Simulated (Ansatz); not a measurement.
Cost and result for the atomization energy of `CC(F)(F)CF` (11 atoms, 10 bonds).

Cartesian coordinates in Å:
```
C 0.0153 -1.0216 -0.8092
C 0.5194 0.1856 -0.0756
F 1.6106 -0.1567 0.6644
F 0.9384 1.1362 -0.9641
C -0.4851 0.8734 0.8283
F -1.0124 -0.0281 1.7193
H 0.8237 -1.4314 -1.4147
H -0.8168 -0.7453 -1.4573
H -0.3204 -1.7724 -0.0947
H -1.2938 1.2911 0.2234
H 0.0209 1.6691 1.3802
```

Total charge 0; spin multiplicity 1. The structure was optimised at the PBE0-D4/def2-TZVP level. It is one conformer, not always the lowest. Program: Ansatz. All runs use 4 threads of an Arm Neoverse V2 on a shared host. Times are those of one run each, without the atoms' runs, and a repeat can differ threefold. Electronic energies, without spin–orbit coupling; frozen cores. CCSD(T)/CBS adds CCSD(T) − MP2 in def2-TZVPP to the MP2 limit, and its time is that of the two runs behind it. T1 = 0.011.

CCSD(T)/CBS is a level of theory with its own doubt, some kJ/mol a heavy atom from the limit and from the frozen cores, so smaller differences don't rank the functionals.

| level | functions | wall time | atomization (kJ/mol) | difference from CCSD(T)/CBS | per bond |
| --- | --- | --- | --- | --- | --- |
| revPBE-D4/def2-TZVPP | 256 | 1.6 s | 4361.1 | -2.4 | -0.2 |
| BLYP-D4/def2-TZVPP | 256 | 1.6 s | 4363.6 | 0.1 | 0.0 |
| PBE0-D4/def2-TZVPP | 256 | 2 s | 4387.7 | 24.2 | 2.4 |
| BHLYP-D4/def2-TZVPP | 256 | 2.3 s | 4192.1 | -171.4 | -17.1 |
| CAM-B3LYP-D4/def2-TZVPP | 256 | 2.5 s | 4395.2 | 31.7 | 3.2 |
| B2PLYP/def2-TZVPP | 256 | 4.2 s | 4319.0 | -44.5 | -4.5 |
| ωB97X-V/def2-TZVPP | 256 | 6 s | 4377.3 | 13.8 | 1.4 |
| CCSD(T)/def2-SVP | 109 | 7 s | 4177.3 | -186.2 | -18.6 |
| B97M-V/def2-TZVPP | 256 | 7.5 s | 4364.7 | 1.2 | 0.1 |
| ωB97M-V/def2-TZVPP (with forces) | 256 | 8.5 s | 4379.6 | 16.1 | 1.6 |
| MP2/def2-QZVPP | 492 | 19 s | 4429.6 | 66.1 | 6.6 |
| CCSD(T)/def2-TZVPP | 256 | 3.6 min | 4256.9 | -106.6 | -10.7 |
| CCSD(T)/CBS(def2) | – | 3.9 min | 4363.5 | 0.0 | 0.0 |

At CCSD(T), def2-SVP lies −186.2 kJ/mol from the extrapolated value and def2-TZVPP −106.6 kJ/mol: correlation converges slowly with the basis, and small sets miss more of it in the bonded molecule than in its fragments. From PBE to PBE0 (25 % exact exchange), in def2-TZVPP and without D4, the atomization energy moves by −107.2 kJ/mol: exact exchange takes away binding that semilocal exchange gives to molecules. The D4 term adds +27.5 kJ/mol with B3LYP and +14.3 kJ/mol with PBE0; it sums over pairs of atoms, weighted by their polarisabilities, and B3LYP, whose exchange is more repulsive, gets the larger term.

B3LYP here is the variant with VWN-RPA as its local correlation; programs differ in this.
